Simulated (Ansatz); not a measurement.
Molecule (SMILES): CCl (CH3-Cl).
Atoms: C1, Cl2, H3, H4, H5. Bonds: C1-Cl2, C1-H3, C1-H4, C1-H5.

How fast the optimised C1-Cl2 bond length converges with the basis for several methods (Ansatz, a program for electronic structure): deviation from each method's own reference, in Å. References: B3LYP 1.7944 Å, the value in pcseg-3; HF 1.7811 Å, the value in pcseg-3; MP2 1.7722 Å, the value in def2-QZVPP; PBE 1.7897 Å, the value in pcseg-3. Cartesian d functions, on some or all atoms, in 6-311+G**; all else is spherical. In correlated methods cores are frozen. Core-valence sets carry the plain set on hydrogen. No added dispersion term, no relativity. The reference of a correlated method is not its basis-set limit, which lies further on.

| basis | functions | B3LYP | HF | MP2 | PBE |
|---|---|---|---|---|---|
| 6-311+G** | 71 | ? | 0.0079 | 0.0047 | 0.0117 |
| pcseg-2 | 106 | ? | 0.0025 | -0.0015 | 0.0027 |
| def2-TZVPP | 115 | ? | 0.0007 | 0.0021 | 0.0002 |
| def2-TZVPPD | 139 | ? | 0.0011 | 0.0038 | 0.0012 |
| 6-311++G(3df,3pd) | 140 | ? | -0.0009 | -0.0008 | -0.0008 |
| cc-pCVTZ | 144 | ? | 0.0013 | 0.0023 | 0.0016 |
| cc-pV(Q+d)Z | 209 | ? | -0.0001 | 0.0000 | 0.0000 |
| def2-QZVPP | 217 | ? | -0.0002 | 0.0000 | 0.0003 |

Q: Some entries are withheld; supply them.

A: 
- 6-311+G**, B3LYP: 0.0117
- pcseg-2, B3LYP: 0.0030
- def2-TZVPP, B3LYP: 0.0001
- def2-TZVPPD, B3LYP: 0.0011
- 6-311++G(3df,3pd), B3LYP: -0.0006
- cc-pCVTZ, B3LYP: 0.0017
- cc-pV(Q+d)Z, B3LYP: -0.0001
- def2-QZVPP, B3LYP: 0.0003

Mean absolute deviation over 6-311+G**, pcseg-2, def2-TZVPP, def2-TZVPPD, 6-311++G(3df,3pd), cc-pCVTZ: HF 0.0024, MP2 0.0025, B3LYP 0.0030, PBE 0.0030 Å.
